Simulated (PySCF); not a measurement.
**One molecule, many functionals**

Pyrazine, C4H4N2.
SMILES with atom numbers: `[cH:1]1[cH:2][n:3][cH:4][cH:5][n:6]1` (hydrogens: H7 on C1; H8 on C2; H9 on C4; H10 on C5)

Linear-response calculations in the def2-SVPD basis (PySCF; singlets by full response, triplets Tamm–Dancoff, core orbitals frozen in the response; HF means time-dependent Hartree–Fock). 'Strongest' is the level of largest summed f among the singlets computed (10 roots, of which the last may lack a degenerate partner); it can jump between rows when another state enters that window. S1 is the lowest singlet of each run and needn't be the same state throughout; f(S1) is that of one state. Geometry: PBE0-D3(BJ)/def2-SVP; no solvent, vibrations or thermal averaging.

```tsv
functional	kind	S1 (eV)	f(S1)	strongest (eV)	T1 (eV)	HOMO (eV)	gap (eV)	ionisation energy, ΔSCF (eV)
LDA	LDA	3.38	0.004	6.65	2.84	-5.91	3.07	9.14
PBE	GGA	3.50	0.004	5.37	2.88	-5.80	3.22	9.00
B3LYP	global hybrid, 20% exact exchange	3.92	0.005	7.69	3.25	-7.10	5.28	9.48
PBE0	global hybrid, 25% exact exchange	3.96	0.005	5.54	3.24	-7.33	5.71	9.50
BHandHLYP	global hybrid, 50% exact exchange	4.38	0.006	7.99	3.63	-8.84	8.30	9.92
CAM-B3LYP	range-separated hybrid	4.15	0.006	7.90	3.45	-8.78	8.29	9.79
wB97X-D	range-separated hybrid	4.12	0.005	7.94	3.46	-9.25	9.41	9.71
LC-wPBE	range-separated hybrid	4.27	0.006	8.09	3.51	-10.10	10.67	10.03
HF	Hartree–Fock	4.97	0.007	8.25	3.52	-9.86	11.97	not settled
```

S1 runs from 3.38 eV (LDA) to 4.97 eV (HF), a spread of 1.58 eV, while the orbital gap spreads over 8.9 eV. Along PBE (0%), B3LYP (20%), PBE0 (25%), BHandHLYP (50%), HF (100%) S1 rises with the share of exact exchange. −ε(HOMO) comes closest to its own ΔSCF ionisation energy with LC-wPBE (+0.07 eV) and misses most with LDA (-3.24 eV). The lowest singlet of a reference set is 1B3u(n→π*) at 4.14 eV (computed, theoretical best estimate (aug-cc-pVTZ), revised with CC4, gas; Loos, Lipparini, Matthews, Blondel, Jacquemin, revising reference values with EOM-CC4 (2022), arXiv:2204.11658). The lowest computed singlet differs from it by CAM-B3LYP +0.01, wB97X-D -0.02, LC-wPBE +0.13, PBE0 -0.18, B3LYP -0.22, BHandHLYP +0.24, PBE -0.64, LDA -0.75, HF +0.83 eV; geometry and basis of the reference needn't be the same. The lowest triplet of a reference set is 3B3u(n→π*) at 3.59 eV (computed, theoretical best estimate (aug-cc-pVTZ, frozen core, CC3 geometry), gas; Veril, Scemama, Caffarel, Lipparini, Boggio-Pasqua, Jacquemin, Loos, WIREs Comput. Mol. Sci. 2021, 11, e1517 (QUESTDB)). The lowest computed triplet differs from it by BHandHLYP +0.04, HF -0.07, LC-wPBE -0.08, wB97X-D -0.13, CAM-B3LYP -0.14, B3LYP -0.34, PBE0 -0.35, PBE -0.71, LDA -0.75 eV; geometry and basis of the reference needn't be the same. 'Not settled' means that the ion's SCF failed to converge or may have ended in another state than the lowest.
